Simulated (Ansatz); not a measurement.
# C3H8N radical: basis-set convergence

An exercise on one series of results from a longer session: the logs are not shown, and one member is left open.

Computed with Ansatz 0.2.0, Gaussian basis. Level: one geometry, several basis sets.

Plan: PBE0-D4/def2-SVP; ωB97M-V/def2-SVP; PBE0-D4/def2-QZVPP; ωB97M-V/def2-QZVPP; the functionals' def2-TZVPP values are taken from earlier runs.

1 further run of the same task is left out (it didn't finish).

**The relaxed structure**

All runs share one geometry, relaxed beforehand with PBE0-D4 in a triple-zeta def2 set.

SMILES `CC[N]C`, 12 atoms, charge 0, spin multiplicity 2.

Atoms are counted from 1 here; the program's logs count them from 0.

Bond lengths: C1–C2 1.514 Å, C1–H5 1.092 Å, C1–H6 1.092 Å, C1–H7 1.092 Å, C2–N3 1.430 Å, C2–H8 1.104 Å, C2–H9 1.104 Å, N3–C4 1.427 Å, C4–H10 1.091 Å, C4–H11 1.101 Å, C4–H12 1.101 Å. Angles: C2–C1–H5 110.5°, C2–C1–H6 110.5°, C2–C1–H7 111.0°, H5–C1–H6 107.9°, H5–C1–H7 108.4°, H6–C1–H7 108.4°, C1–C2–N3 112.1°, C1–C2–H8 110.5°, C1–C2–H9 110.4°, N3–C2–H8 109.4°, N3–C2–H9 109.4°, H8–C2–H9 104.8°, C2–N3–C4 112.2°, N3–C4–H10 110.7°, N3–C4–H11 111.3°, N3–C4–H12 111.2°, H10–C4–H11 108.7°, H10–C4–H12 108.6° and more.

Set-up of the first run:

Input file in.yaml:

```yaml
crystal:
  periodic: [false, false, false]
  atoms:
    - {symbol: C, position_ang: [-1.555872, 0.530796, 0.801528]}
    - {symbol: C, position_ang: [-0.437546, -0.252640, 0.147433]}
    - {symbol: N, position_ang: [0.682939, 0.574877, -0.174287]}
    - {symbol: C, position_ang: [1.738272, -0.160744, -0.791790]}
    - {symbol: H, position_ang: [-1.906263, 1.324116, 0.138613]}
    - {symbol: H, position_ang: [-1.206673, 0.996340, 1.725096]}
    - {symbol: H, position_ang: [-2.401526, -0.118359, 1.040082]}
    - {symbol: H, position_ang: [-0.799853, -0.751092, -0.768781]}
    - {symbol: H, position_ang: [-0.107696, -1.076202, 0.804873]}
    - {symbol: H, position_ang: [2.583214, 0.491234, -1.017374]}
    - {symbol: H, position_ang: [2.088302, -0.980096, -0.144152]}
    - {symbol: H, position_ang: [1.399901, -0.633527, -1.727341]}
basis:
  gaussian: {orbitals: def2-SVP}
magnetization: {spin_polarized: true, initial_magnetization: 1}
hamiltonian: {xc: pbe0, dispersion: d4}
output: {orbitals: {seedname: orbitals}}
```

Steps of the session up to this table: PBE0-D4 in def2-SVP; ωB97M-V in def2-SVP; PBE0-D4 in def2-QZVPP; ωB97M-V in def2-QZVPP.

One of the session's tables, all rows but one given; the rest of the session is left out.

It belongs to the step «Density functionals: the series». 

| functional | basis | HOMO (eV) | LUMO (eV) |
| --- | --- | --- | --- |
| PBE0-D4 | def2-SVP | -6.92 | -1.72 |
| PBE0-D4 | def2-TZVPP | -7.10 | -1.94 |
| PBE0-D4 | def2-QZVPP | -7.13 | -1.99 |
| ωB97M-V | def2-SVP | -9.11 | 0.39 |
| ωB97M-V | def2-TZVPP | -9.22 | 0.10 |
| ωB97M-V | def2-QZVPP | ? | ? |

Q: Estimate the row for ωB97M-V, def2-QZVPP from the others.

As computed: HOMO (eV): -9.25; LUMO (eV): 0.02. In the column «HOMO (eV)» it is the lowest.
